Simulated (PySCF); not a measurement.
# P₂⁺ from Hartree–Fock to correlated methods

State: ²Πu (doublet), unpaired electrons π ↑. Set-up: basis P aug-pcseg-1; no relativity; PySCF 2.14. De refers to P⁺ + P in their high-spin ground configurations, without counterpoise correction. The functionals are run spin-unrestricted.

| Level | Re (Å) | ωe (cm⁻¹) | De (eV) |
| --- | --- | --- | --- |
| UHF | 1.935 | 808 | 2.03 |
| UHF-MP2 | 2.015 | 634 | 4.05 |
| UHF-SCS-MP2 | 2.008 | 649 | 3.99 |
| UHF-CCSD | 1.996 | 692 | 3.79 |
| UHF-CCSD(T) | 2.011 | 660 | 4.05 |
| PBE | 2.012 | 663 | 5.18 |
| r²SCAN | 1.991 | 695 | 4.86 |
| TPSSh | 1.990 | 695 | 4.79 |
| PBE0 | 1.979 | 717 | 4.74 |
| M06 | 1.986 | 707 | 5.06 |
| CAM-B3LYP | 1.967 | 737 | 4.60 |
| B2PLYP | 2.003 | 661 | 4.60 |

The bond length runs from 1.935 Å (UHF) to 2.015 Å (UHF-MP2). De spans 2.03 eV (UHF, mean field) to 5.18 eV (PBE, GGA). Correlation at CCSD(T) changes the Hartree–Fock bond energy by +2.02 eV; the triples alone change it by +0.26 eV.

Correlated steps freeze 10 core orbitals. Correlated levels converge slowly with the basis: in double zeta they bind strong bonds too weakly, by up to about 1 eV, and carry superposition errors of some tenths. B2PLYP dipoles, levels and charges come from its SCF part alone. The state was picked by a PBE0 search and need not be the measured ground state.
